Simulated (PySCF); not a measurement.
Compound: C₅H₆F (doublet state).
Cartesian coordinates in Å at the GFN2-xTB level; atoms count from 1:
```xyz
12
C5H6F angstrom
C      1.981   -0.240    0.080
C      0.646   -0.005    0.009
C     -0.172    1.086   -0.239
F      0.064    2.376   -0.514
C     -1.458    0.357   -0.101
C     -0.581   -0.890    0.180
H      2.358   -1.222    0.298
H      2.692    0.550   -0.079
H     -2.069    0.302   -1.004
H     -2.094    0.675    0.727
H     -0.669   -1.682   -0.559
H     -0.696   -1.308    1.177
```

The hyperfine couplings belong to this conformer and change with its torsions.

The species is `[CH2]C1=C(F)CC1` [radical].

The calculation used UKS B3LYP, pcH-1 on C F H, non-relativistic, mean-field spin-orbit, GIAO in PySCF. The structure is a single GFN2-xTB conformer in the gas phase; no vibrational or solvent corrections. Couplings are sensitive to structure, and on GFN2-xTB geometries they can be far from those on DFT ones. Stability of the SCF solution: not tested. ⟨S²⟩ is 0.774 where a pure state has 0.75.

(1) Break the g tensor into its mass correction, gauge correction and orbital-Zeeman/spin–orbit terms.

(2) What are the electron Larmor frequencies g μB B/h along the three axes at 1200 mT?

(3) How much does each term add to the isotropic shift?

(4) In a frozen sample, at which fields do the three g values resonate at 9.5, 34, 94 and 263 GHz (hyperfine left aside), and which band first spreads them over more than twice a line width of 1.0 mT?

Answers

(1) 
```csv
Δg (ppm),1,2,3
relativistic mass correction,-171,-171,-171
gauge correction,3,38,38
orbital Zeeman/spin–orbit,-68,1294,1777
total,-237,1161,1643
```

So g = 2.00208, 2.00348, 2.00396 and g_iso = 2.00318; the tensor is rhombic: the two nearest values differ by 26 % of g3 − g1. Axes: g2 points within 14° of the C1–H8 bond.

(2) 33.6260, 33.6494, 33.6575 GHz for g1, g2 and g3, a range of 31.6 MHz.

(3) The orbital-Zeeman/spin–orbit term 1001, the mass correction -171 and the gauge correction 26 ppm, for a total of 856 ppm. The orbital-Zeeman/spin–orbit term is the largest in size. The mass correction is the same along every axis, so the anisotropy comes from the other two: their spans along these axes are 36 (gauge) and 1845 ppm (orbital Zeeman/spin–orbit).

(4) 
```json
{"band": "X", "GHz": "9.5", "B(g3) mT": "338.71", "B(g2) mT": "338.79", "B(g1) mT": "339.02", "spread mT": "0.32"}
{"band": "Q", "GHz": "34.0", "B(g3) mT": "1212.21", "B(g2) mT": "1212.50", "B(g1) mT": "1213.35", "spread mT": "1.14"}
{"band": "W", "GHz": "94.0", "B(g3) mT": "3351.40", "B(g2) mT": "3352.21", "B(g1) mT": "3354.55", "spread mT": "3.15"}
{"band": "J", "GHz": "263.0", "B(g3) mT": "9376.80", "B(g2) mT": "9379.05", "B(g1) mT": "9385.60", "spread mT": "8.81"}
```

The spread grows in proportion to the frequency. W band is the first where it exceeds 2.0 mT.

The Mulliken spin populations are largest on C1 (+0.68), C3 (+0.56) and C2 (-0.24). The angles at C1 add up to 360.0°, so it is planar; its axial dipolar tensor and the negative couplings of its protons fit spin in a p orbital normal to that plane.

The HOMO–LUMO gaps are 6.43 eV among the α and 5.42 eV among the β orbitals.
